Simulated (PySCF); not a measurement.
Compound: 2-ethylacrolein, C5H8O.
SMILES with atom numbers: `[CH2:1]=[C:2]([CH:3]=[O:4])[CH2:5][CH3:6]` (hydrogens: H7, H8 on C1; H9 on C3; H10, H11 on C5; H12, H13, H14 on C6)

The same species was optimised twice, with GFN2-xTB and with PBE0-D3(BJ)/def2-SVP (PySCF), and the same property calculations (PySCF, gas phase) were run on both structures.

| coordinate | GFN2-xTB | PBE0-D3(BJ)/def2-SVP | change |
| --- | --- | --- | --- |
| C2–C3 (Å) | 1.472 | 1.482 | +0.010 |
| C1=C2 (Å) | 1.332 | 1.341 | +0.009 |
| C5–C6 (Å) | 1.530 | 1.527 | -0.003 |
| C3=O4 (Å) | 1.204 | 1.206 | +0.002 |
| C2–C5 (Å) | 1.501 | 1.500 | -0.001 |
| C2–C5–C6 (°) | 110.6 | 112.9 | +2.3 |
| C1–C2–C3 (°) | 119.6 | 117.4 | -2.2 |
| C1–C2–C5 (°) | 123.8 | 125.1 | +1.3 |
| C2–C3–O4 (°) | 125.4 | 124.3 | -1.1 |
| C3–C2–C5 (°) | 116.6 | 117.5 | +0.9 |
| C1–C2–C3–O4 (°) | -179 | -179 | 0 |
| C1–C2–C5–C6 (°) | -101 | -107 | -6 |

Rotational constants: A = 4188, B = 3479, C = 2139 MHz (GFN2-xTB) against A = 4080, B = 3529, C = 2111 MHz (PBE0-D3(BJ)/def2-SVP). Point groups within 0.08 Å: C1 and C1. Atoms that the bonding makes alike are paired by their places after alignment.

On the GFN2-xTB structure: lowest singlet, TDDFT (eV) 3.86 [CAM-B3LYP/def2-SVPD]; lowest triplet, Tamm–Dancoff (eV) 3.33 [CAM-B3LYP/def2-SVPD]; isotropic polarisability (au) 64.7 [CAM-B3LYP/def2-SVPD]; HOMO (eV) -9.07 [CAM-B3LYP/def2-SVPD]; LUMO (eV) -0.70 [CAM-B3LYP/def2-SVPD]; dipole (D) 3.04 [CAM-B3LYP/def2-SVPD]; HOMO (eV) -7.52 [PBE0/pcSseg-1]; LUMO (eV) -1.75 [PBE0/pcSseg-1]; dipole (D) 2.90 [PBE0/pcSseg-1]; GIAO shielding of C1 (ppm) 46.2 [PBE0/pcSseg-1]; GIAO shielding of C2 (ppm) 25.6 [PBE0/pcSseg-1]; GIAO shielding of C3 (ppm) -11.1 [PBE0/pcSseg-1]; GIAO shielding of O4 (ppm) -345.0 [PBE0/pcSseg-1]; GIAO shielding of C5 (ppm) 158.8 [PBE0/pcSseg-1]; GIAO shielding of C6 (ppm) 168.8 [PBE0/pcSseg-1].

Task: What do these properties become on the PBE0-D3(BJ)/def2-SVP structure?

Result: 
```csv
property,level,on GFN2-xTB,on PBE0-D3(BJ)/def2-SVP,change
"lowest singlet, TDDFT (eV)",CAM-B3LYP/def2-SVPD,3.86,3.88,+0.02
"lowest triplet, Tamm–Dancoff (eV)",CAM-B3LYP/def2-SVPD,3.33,3.34,+0.01
isotropic polarisability (au),CAM-B3LYP/def2-SVPD,64.7,65.7,+1.0
HOMO (eV),CAM-B3LYP/def2-SVPD,-9.07,-9.05,+0.02
LUMO (eV),CAM-B3LYP/def2-SVPD,-0.70,-0.67,+0.03
dipole (D),CAM-B3LYP/def2-SVPD,3.04,3.00,-0.04
"energy, GFN2-xTB geometry as zero (kcal/mol)",CAM-B3LYP/def2-SVPD,0.0,-0.8,-0.8
HOMO (eV),PBE0/pcSseg-1,-7.52,-7.50,+0.02
LUMO (eV),PBE0/pcSseg-1,-1.75,-1.73,+0.02
dipole (D),PBE0/pcSseg-1,2.90,2.85,-0.05
"energy, GFN2-xTB geometry as zero (kcal/mol)",PBE0/pcSseg-1,0.0,-0.5,-0.5
GIAO shielding of C1 (ppm),PBE0/pcSseg-1,46.2,42.1,-4.1
GIAO shielding of C2 (ppm),PBE0/pcSseg-1,25.6,23.7,-1.9
GIAO shielding of C3 (ppm),PBE0/pcSseg-1,-11.1,-12.6,-1.5
GIAO shielding of O4 (ppm),PBE0/pcSseg-1,-345.0,-348.8,-3.8
GIAO shielding of C5 (ppm),PBE0/pcSseg-1,158.8,157.3,-1.5
GIAO shielding of C6 (ppm),PBE0/pcSseg-1,168.8,168.4,-0.4
```

The heavy atoms differ by 0.049 Å rms after alignment. Among bonds between heavy atoms C1=C2 and C2–C3 change most and about equally (+0.009 to +0.010 Å). Changes are differences of the printed values. Neither structure is proved a minimum here.

The values belong to the conformer `[CH2:1]=[C:2]([CH:3]=[O:4])[CH2:5][CH3:6]`: C1–C2–C3–O4 -179°, C1–C2–C5–C6 -107°.
